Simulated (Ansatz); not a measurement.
# [H···H···NH], triplet along the distance H1-H2

Starting geometry:

```xyz
4

H    -2.0834    0.0594    0.0000
H    -1.3384    0.0594    0.0000
N     0.2116    0.0594    0.0000
H     0.4807   -0.9448    0.0000
```

From there H2 is moved from one fragment to the other while all else, the fragments' distance too, stays fixed, so the hump isn't the reaction's barrier; atoms are numbered as listed. Energies are in kcal/mol, counted from the starting geometry at the same level. Kohn–Sham curves are unrestricted where that lies lower.

Basis cc-pVTZ; Ansatz 0.2.0. Only valence electrons are correlated (noble-gas cores frozen). Prefix R: restricted or restricted open-shell reference; prefix U: unrestricted.

Full CI isn't at hand for all of this; UCCSDT(Q) serves as the reference, and is uncertain by about the last step of the cluster series. The frozen core follows each run's orbitals, which can shift R against U totals by a few meV.

```csv
distance H1-H2 (Å),UCCSDT(Q),curve A,curve B,curve C,curve D
0.745,0.0,0.0,0.0,0.0,0.0
0.818,2.0,1.7,0.7,4.8,2.1
0.964,8.4,6.9,4.7,19.6,8.5
1.109,8.8,7.5,4.6,20.9,8.9
1.255,6.2,6.2,3.0,9.9,6.2
```

(1) The curves come from PBE0, RHF, RPA-PBE, UCCSD(T). Compare each with UCCSDT(Q) and say which is which.

## Answers

(1) A: RPA-PBE, B: PBE0, C: RHF, D: UCCSD(T). Spread of the error against UCCSDT(Q), over the points where both stand: A 1.5, B 4.2, C 12.0, D 0.1 kcal/mol.
